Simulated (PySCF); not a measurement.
# How far each method lies from RCCSDT(Q) for HC–CH, singlet

Geometry: a PBE0/def2-TZVP stationary point for this spin, not checked as a minimum.

```xyz
4

C     0.0000    0.0000    0.5985
C     0.0000    0.0000   -0.5985
H     0.0000    0.0000    1.6632
H     0.0000    0.0000   -1.6632
```

Basis 6-31G; PySCF 2.14.0. Only valence electrons are correlated (noble-gas cores frozen), which leaves 10 electrons in 20 orbitals. R marks a restricted (for open shells ROHF) determinant.

Full CI isn't at hand for all of this; RCCSDT(Q) serves as the reference, and is uncertain by the last step of the cluster series or more.

The T1 diagnostic (ROHF- or RHF-based CCSD) is 0.0121 and the largest doubles amplitude (ROHF- or RHF-based CCSD) is 0.115.

```csv
level,E − E(RCCSDT(Q)) (meV),share of correlation (%),wall time
RHF,5540,0.00,–
RMP2,590,89.34,–
RCCSD,190,96.57,–
RCCSD(T),29,99.49,0.18 s
RCCSDT,25,99.54,–
```

The correlation energy at RCCSDT(Q), counted from RHF, is -5.540 eV. That run took 3.6 s on 1 thread of Arm Neoverse V2, shared host.

Times are those of the correlated step on a shared host, with one SCF added for the restricted CCSD run; they ran on 1 thread of Arm Neoverse V2.
